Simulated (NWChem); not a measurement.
System: hydrogen fluoride (HF); SMILES F

Input file for NWChem:

```
start job
memory heap 200 mb stack 900 mb global 1100 mb
geometry units angstroms noautoz
  F      0.000000     0.000000     0.087132
  H      0.000000     0.000000    -0.833067
end
basis spherical
  * library def2-tzvpd
end
dft
  xc xpbe96 cpbe96
  iterations 150
  mulliken
end
task dft energy
```

Structure relaxed at the PBE0/def2-SVP level.

**Question.** Give the results of this calculation. (PBE/def2-TZVPD.) Quantities: energy (Ha); highest occupied level (eV); orbital gap (eV); dipole (D).

**Answer.** 
- energy (Ha) = -100.40
- highest occupied level (eV) = -9.64
- orbital gap (eV) = 9.10
- dipole (D) = 1.75
